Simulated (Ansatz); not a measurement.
Rock-salt EuN

All values below come from r²SCAN+rVV10 (plane waves, PAW; Ansatz, a first-principles code).

Settings: plane-wave cutoff 560 eV, 12×12×12 k mesh, Fermi–Dirac smearing 0.01 eV, spin-polarised with parallel moments, scalar-relativistic PAW data made under PBE.

Cell (relaxed at this level):

```
CELL_PARAMETERS angstrom
      0.00000     2.50991     2.50991
      2.50991     0.00000     2.50991
      2.50991     2.50991     0.00000
ATOMIC_POSITIONS crystal
  Eu 0.00000 0.00000 0.00000
  N  0.50000 0.50000 0.50000
```
Starting moments (μB, in the order of the record's atoms Eu N): 7.0 0.0.

```
Property                                     Result
------------------------------------------  -------
bulk modulus                                129 GPa
pressure derivative B′ of the bulk modulus      4.5
```

Note: the magnetic order was assumed, not searched for or taken from measurement; the 4f shell is treated without U or exact exchange, so its levels and filling can be wrong.

Spin–orbit coupling is not included; it can open a gap where bands touch, and shift volumes and moduli.

Static lattice: no zero-point or thermal effects.
